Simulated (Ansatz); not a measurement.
A made-up structure of MgSiH3Cl, singlet:

| atom | x (Å) | y (Å) | z (Å) |
| --- | --- | --- | --- |
| Si1 | -0.7384 | 0.4328 | -0.3798 |
| Mg2 | 1.2778 | -0.7502 | 0.6561 |
| Cl3 | 3.0047 | -1.7615 | 1.5452 |
| H4 | 4.0044 | -2.6210 | 1.7205 |
| H5 | -2.0269 | -0.2195 | -0.0038 |
| H6 | -0.8364 | 1.8576 | 0.0534 |

It is relaxed with PBE-D4/def2-SVP and then PBE0-D4/def2-TZVP (Ansatz 0.2.0). Atoms count as bonded within 1.22 times the sum of their covalent radii (H–H: 0.88 Å). The end point is not checked to be a true minimum.

Task: Does its bonding change? (Judge from chemistry; the calculation decides.)

Result: Computed: Yes. Formed: Si1–H4; broken: Cl3–H4.

Where it ends: The first stage lowers the energy by 4.35 eV in 46 steps. It ends as MgSiH₃Cl ([SiH3][Mg][Cl]):
```json
{"atom": "Si1", "x (Å)": "0.2525", "y (Å)": "-0.2099", "z (Å)": "-0.1137"}
{"atom": "Mg2", "x (Å)": "1.6967", "y (Å)": "-1.0310", "z (Å)": "1.8300"}
{"atom": "Cl3", "x (Å)": "2.9313", "y (Å)": "-1.7328", "z (Å)": "3.4968"}
{"atom": "H4", "x (Å)": "0.8113", "y (Å)": "-0.6107", "z (Å)": "-1.4382"}
{"atom": "H5", "x (Å)": "-1.1356", "y (Å)": "-0.7546", "z (Å)": "-0.0510"}
{"atom": "H6", "x (Å)": "0.1290", "y (Å)": "1.2772", "z (Å)": "-0.1323"}
```

Labels in which every atom is bracketed show which atoms are joined, not bond orders.

For scale, one of the runs: PBE0-D4/def2-TZVP relaxation, 124 basis functions, launched by `ansatz run in.yaml --threads 2 --pin off --events-out ev --progress --plain --max-ram 4352MiB`. Hardware: 2 CPU threads of an Intel Xeon Platinum 8488C, shared host. Wall time about 7 s.
